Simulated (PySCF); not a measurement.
ethanol (C2H6O), SMILES CCO.

The structure is a stationary point at B3LYP-D3(BJ)/def2-TZVP. The values are those of a single conformer.

Computed with B3LYP-D3(BJ)/def2-TZVP run with PySCF.

No scaling factor is applied to the harmonic values.

Question: Estimate the vibrational spectrum. (Estimate from the structure and the level; the computed values follow.)

Answer: 
```csv
mode,ν (cm⁻¹),IR (km/mol),moving atoms (share of kinetic energy)
1,265,10.0,H 94 %
2,287,109.9,H 89 %
3,424,13.5,"O 35 %, C 33 %, H 32 %"
4,810,2.7,H 92 %
5,886,12.7,"C 40 %, H 39 %, O 21 %"
6,1062,3.7,"C 49 %, H 48 %"
7,1071,124.1,"H 43 %, C 34 %, O 24 %"
8,1137,4.3,"H 55 %, C 40 %"
9,1282,11.4,"H 76 %, C 23 %"
10,1371,3.4,"H 83 %, C 12 %"
11,1405,5.7,"H 82 %, C 17 %"
12,1420,41.0,"H 77 %, C 21 %"
13,1489,7.3,H 96 %
14,1494,2.0,H 96 %
15,1519,1.0,"H 92 %, C 8 %"
16,2987,65.3,H 93 %
17,3023,16.9,H 97 %
18,3068,4.5,"H 92 %, C 8 %"
19,3089,54.0,"H 91 %, C 9 %"
20,3103,35.2,"H 91 %, C 9 %"
21,3795,18.5,H 94 %
```
